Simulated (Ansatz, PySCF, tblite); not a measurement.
How well does each level of theory give the lattice parameter a of rock-salt CaO?

Reference value: 4.781 Å (measured, zero-point anharmonic expansion removed; as tabulated in Chen et al. (2018), doi:10.1103/physrevmaterials.2.073803).

```
level (code)              value (Å)  error (%)
---------------------  ------------  ---------
GFN2-xTB (tblite)             4.180      -12.6
PBE (Ansatz)                  4.831      +1.05
r²SCAN0 (Ansatz)              4.779      -0.04
Hartree–Fock (Ansatz)         4.858      +1.61
MP2 (PySCF)            4.821 ± 0.02      +0.84
```

Of the ranked levels r²SCAN0 (-0.04 %) comes nearest. Among them GFN2-xTB (-12.6 %) misses by most. Of the ranked levels only r²SCAN0 lands within 0.5 %.

A ± on a computed value is a rough bar: the spread of its extrapolation, a floor set from checks against published values, or a statistical error. GFN2-xTB: the cell moved over 20 % in volume from its start. GFN2-xTB: the method was fitted mainly to molecules. GFN2-xTB: the run uses a supercell at the zone centre in place of a k mesh. Cutoffs and k meshes differ between the levels. Ansatz's density-functional and Hartree–Fock values are scalar-relativistic unless marked +SOC, with PAW data made under PBE.

Differences are worked out from the printed values.

Ansatz is a first-principles code.
